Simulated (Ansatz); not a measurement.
**Which method gave which barrier?**

Saddle point of AlH3ClF, singlet (AlH₂F ([F][AlH2]) + HCl → AlH₂Cl ([AlH2][Cl]) + HF (still joined by a long Al–F bond); bonds formed: F2–H5; dative contacts that become bonds: Al1–Cl6; bonds broken: H5–Cl6; bonds weakened to dative contacts: Al1–F2), PBE0-D4/def2-TZVP structure:

```
atom    x (Å)    y (Å)    z (Å)
 Al1  -0.4259   0.3293  -0.3967
  F2  -0.5756  -0.6687   1.0854
  H3  -0.8989  -0.4520  -1.6769
  H4  -0.5907   1.8622  -0.0878
  H5   0.6828  -0.7511   0.9610
 Cl6   1.8082  -0.3196   0.1148
```

Computed with Ansatz 0.2.0 (basis: def2-TZVPP, with def2-QZVPP for the basis limit); correlated methods freeze the cores. B3LYP uses VWN-RPA correlation. Extrapolation: Hartree–Fock as exp(−7.88 √X), correlation as X^−2.97. Four methods, as single points on the PBE0-D4 structures, gave these electronic barriers from the start structure: 0.058, 0.230, 0.330, 0.594 eV.

(1) The methods were, in alphabetical order, B3LYP-D4, BHLYP-D4, HF, PBE-D4. Which gave which? (Judge from chemistry; the calculation decides.)

The T1 diagnostic stays at or below 0.011.

Results:

(1) The calculation gives: PBE-D4 0.058; B3LYP-D4 0.230; BHLYP-D4 0.330; HF 0.594 eV. For comparison, CCSD(T) at an estimated basis limit (MP2 extrapolated from triple and quadruple zeta, plus CCSD(T) − MP2 in triple zeta) gives 0.268 eV.

Labels in which every atom is bracketed show which atoms are joined, not bond orders.

For scale, one of the runs: CCSD(T)/def2-TZVPP, 157 basis functions, launched by `ansatz run in.yaml --threads 2 --pin off --events-out ev --progress --plain --max-ram 4352MiB`. Hardware: 2 CPU threads of an Intel Xeon Platinum 8259CL, shared host. Wall time 18 s; peak host memory 1.1 GiB.
